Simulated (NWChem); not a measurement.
Species: SiH₄; SMILES [SiH4]

```xyz
5

Si     0.0000     0.0000     0.0000
H     -0.8572     0.8572     0.8573
H      0.8572    -0.8572     0.8573
H      0.8572     0.8572    -0.8573
H     -0.8572    -0.8572    -0.8573
```
Atoms are numbered in this order, from 1.

All runs use the structure optimised with PBE0-D3(BJ)/def2-TZVP. B3LYP is NWChem's, with the RPA form of VWN correlation.

Q: List the 4 lowest vertical singlet excitations from B3LYP/aug-cc-pVDZ, TDA (NWChem).

A: 
```
state  energy (eV)  oscillator strength  leading excitation (squared amplitude)
-----  -----------  -------------------  --------------------------------------
S1            8.58                0.113                    HOMO−1 → LUMO (0.60)
S2            8.58                0.113                      HOMO → LUMO (0.60)
S3            8.58                0.113                    HOMO−2 → LUMO (0.98)
S4            8.93                0.000                  HOMO−1 → LUMO+1 (0.47)
```
